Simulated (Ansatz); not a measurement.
An input for SiNH2Cl

The species is SiNH2Cl (5 atoms), meant as a singlet with charge 0.

```xyz
5

N    -0.8172    0.8392   -0.1065
Si   -0.4527    0.0361    1.3551
Cl   -0.4787   -1.8660    0.6055
H    -0.9793    1.8311   -0.1431
H    -1.2105    0.3664   -0.9088
```

Settings wanted:

| Setting | Value |
| --- | --- |
| basis set | aug-pcseg-1 |
| core potential | none |
| integral approximation | automatic |
| task | energy |
| method | DFT |
| functional | PBE0 |
| dispersion | D3(BJ) |
| reference | RKS |
| relativity | none |
| accuracy | medium |

Question: Give an Ansatz 0.2.0 job that does this.

Answer: One that was run (others would do as well):

molecule.yaml:
```yaml
crystal:
  periodic: [false, false, false]
  atoms:
    - {symbol: N, position_ang: [-0.817230, 0.839230, -0.106540]}
    - {symbol: Si, position_ang: [-0.452740, 0.036140, 1.355120]}
    - {symbol: Cl, position_ang: [-0.478720, -1.866040, 0.605460]}
    - {symbol: H, position_ang: [-0.979260, 1.831140, -0.143150]}
    - {symbol: H, position_ang: [-1.210520, 0.366390, -0.908770]}
basis:
  gaussian:
    orbitals: aug-pcseg-1.json
hamiltonian:
  xc: pbe0
  dispersion: d3bj
```

```bash
$ ansatz run molecule.yaml --threads 1 --pin off --max-ram 2610MiB --events-out events.jsonl --progress --plain --runs-dir runs
```

(Basis files named in the input come from the Basis Set Exchange and aren't shown.)

Calculated total energy: -805.32913 Eh.
